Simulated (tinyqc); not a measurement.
Worked calculation: G0W0 on RHF in the sto-3g basis, for LiH, spin multiplicity 1. One step of it, computed by the program tinyqc.

Task: G0W0 on Hartree-Fock: LUMO. W(p,q,m) = sqrt2 sum_ia (pq|ia) (X+Y)_ia,m; Sigma_c(x) = sum_(i,m) W^2/(x - e_i + w_m) + sum_(a,m) W^2/(x - e_a - w_m); solve x = e_p + Sigma_c(x) by Newton steps; Z = 1/(1 - dSigma/dx); 1 hartree = 27.211386 eV.

orbital energies (hartree): MO1 -2.359751, MO2 -0.253782, MO3 0.073895, MO4 0.162464, MO5 0.162464, MO6 0.444273

Two-electron integrals over orbitals (pq|rs), unique and non-zero (hartree):
```
(11|11) 1.659114    (21|11) -0.100810   (21|21) 0.010699    (22|11) 0.329572
(22|21) 0.003639    (22|22) 0.463046    (31|11) -0.140909   (31|21) 0.010623
(31|22) -0.012514   (31|31) 0.021970    (32|11) 0.022284    (32|21) -0.002708
(32|22) -0.055408   (32|31) -0.000064   (32|32) 0.017870    (33|11) 0.393194
(33|21) -0.009410   (33|22) 0.215498    (33|31) 0.001224    (33|32) 0.012205
(33|33) 0.332503    (41|41) 0.009812    (42|41) 0.007292    (42|42) 0.021763
(43|41) 0.010336    (43|42) 0.019839    (43|43) 0.041327    (44|11) 0.396337
(44|21) -0.003767   (44|22) 0.253150    (44|31) -0.005048   (44|32) 0.010510
(44|33) 0.280695    (44|44) 0.312946    (51|51) 0.009812    (52|51) 0.007292
(52|52) 0.021763    (53|51) 0.010336    (53|52) 0.019839    (53|53) 0.041327
(54|54) 0.016869    (55|11) 0.396337    (55|21) -0.003767   (55|22) 0.253150
(55|31) -0.005048   (55|32) 0.010510    (55|33) 0.280695    (55|44) 0.279207
(55|55) 0.312946    (61|11) 0.067899    (61|21) -0.009429   (61|22) -0.007619
(61|31) -0.004253   (61|32) 0.002536    (61|33) 0.011700    (61|44) 0.001411
(61|55) 0.001411    (61|61) 0.010714    (62|11) -0.070920   (62|21) 0.002236
(62|22) 0.112588    (62|31) 0.003366    (62|32) -0.040322   (62|33) -0.018142
(62|44) -0.031307   (62|55) -0.031307   (62|61) 0.000464    (62|62) 0.128499
(63|11) 0.020717    (63|21) -0.002498   (63|22) -0.054838   (63|31) 0.004087
(63|32) 0.014106    (63|33) 0.036261    (63|44) 0.005839    (63|55) 0.005839
(63|61) 0.004376    (63|62) -0.036352   (63|63) 0.028745    (64|41) -0.006052
(64|42) -0.018992   (64|43) -0.012687   (64|64) 0.019627    (65|51) -0.006052
(65|52) -0.018992   (65|53) -0.012687   (65|65) 0.019627    (66|11) 0.356733
(66|21) 0.001301    (66|22) 0.435060    (66|31) -0.011059   (66|32) -0.047419
(66|33) 0.239152    (66|44) 0.261989    (66|55) 0.261989    (66|61) -0.004775
(66|62) 0.110341    (66|63) -0.045730   (66|66) 0.433241
```

excitation energies w (hartree): 0.350082  0.457552  0.457552  0.924254  2.476992  2.541791  2.541791  2.825562

X + Y:
```
             1          2          3          4          5         6          7          8
1>3  -0.000740   0.000000   0.000000  -0.005372   0.990920  0.000000   0.000000  -0.022318
1>4   0.000000  -0.010874  -0.002784   0.000000   0.000000  0.226641   0.970005   0.000000
1>5   0.000000   0.002784  -0.010874   0.000000   0.000000  0.970005  -0.226641   0.000000
1>6  -0.003585   0.000000   0.000000  -0.000414   0.025585  0.000000   0.000000   0.995893
2>3   0.962017   0.000000   0.000000  -0.063130  -0.000015  0.000000   0.000000   0.000421
2>4   0.000000   0.923985   0.236548   0.000000   0.000000  0.000440   0.001884   0.000000
2>5   0.000000  -0.236548   0.923985   0.000000   0.000000  0.001884  -0.000440   0.000000
2>6   0.149715   0.000000   0.000000   0.864155   0.001767  0.000000   0.000000   0.000145
```

Give: The 12 largest terms at x = e_p; Newton steps; quasiparticle energy of the LUMO; Hartree-Fock value.

Result:

The 12 largest terms at x = e_p (hartree; W for the signs of X + Y given):

| q | m | W | term |
|---|---|---|---|
| 2 | 4 | -0.0509 | 0.0021 |
| 6 | 4 | -0.0457 | -0.0016 |
| 4 | 2 | 0.0258 | -0.0012 |
| 5 | 3 | 0.0258 | -0.0012 |
| 3 | 4 | -0.0233 | -0.0006 |
| 3 | 1 | 0.0127 | -4.61e-04 |
| 2 | 1 | 0.0158 | 3.67e-04 |
| 1 | 5 | 0.0306 | 1.91e-04 |
| 6 | 1 | 0.0115 | -1.83e-04 |
| 3 | 8 | 0.0164 | -9.57e-05 |
| 5 | 2 | -0.0066 | -7.97e-05 |
| 4 | 3 | 0.0066 | -7.97e-05 |

Newton steps (hartree):

| step | x | Sigma_c(x) | Z |
|---|---|---|---|
| 0 | 0.0739 | -0.0031 | 0.9896 |
| 1 | 0.0709 | -0.0030 | 0.9896 |
| 2 | 0.0709 | -0.0030 | 0.9896 |

quasiparticle energy of the LUMO = 1.9280 eV

Hartree-Fock value = 2.0108 eV
